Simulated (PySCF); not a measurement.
**Basis-set dependence of SiH at CCSD(T)**

PySCF, UHF reference; doublet, unpaired electrons π ↑; De to Si + H without counterpoise correction. Frozen cores follow the default of each basis and core potential.

```
              basis     relativity  functions  Re (Å)  ωe (cm⁻¹)  De (eV)  frozen orbitals
             STO-3G  no relativity         10   1.503       2424     3.96                5
cc-pV(D+d)Z/cc-pVDZ  no relativity         28   1.533       2034     2.92                5
        6-311G(d,p)  no relativity         32   1.524       2060     2.97                5
            pcseg-2  no relativity         48   1.519       2068     3.15                5
         def2-TZVPP  no relativity         56   1.524       2044     3.12                5
        def2-TZVPPD  no relativity         65   1.524       2042     3.12                5
```

**Question.** How does each smaller set differ from the one with most functions, def2-TZVPPD?

**Answer.** STO-3G: -2.1 pm, +18.7 % in ωe, +0.84 eV in De; cc-pV(D+d)Z/cc-pVDZ: +0.9 pm, -0.4 % in ωe, -0.20 eV in De; 6-311G(d,p): +0.0 pm, +0.9 % in ωe, -0.15 eV in De; pcseg-2: -0.5 pm, +1.3 % in ωe, +0.03 eV in De; def2-TZVPP: +0.0 pm, +0.1 % in ωe, +0.00 eV in De. All at CCSD(T); the set with most functions is neither the basis-set limit nor always the best.

Correlated steps freeze 5 core orbitals. Correlated levels converge slowly with the basis: in double zeta they bind strong bonds too weakly, by up to about 1 eV, and carry superposition errors of some tenths. STO-3G is very small, so such numbers show the basis as much as the molecule. The state was picked by a PBE0 search and need not be the measured ground state.
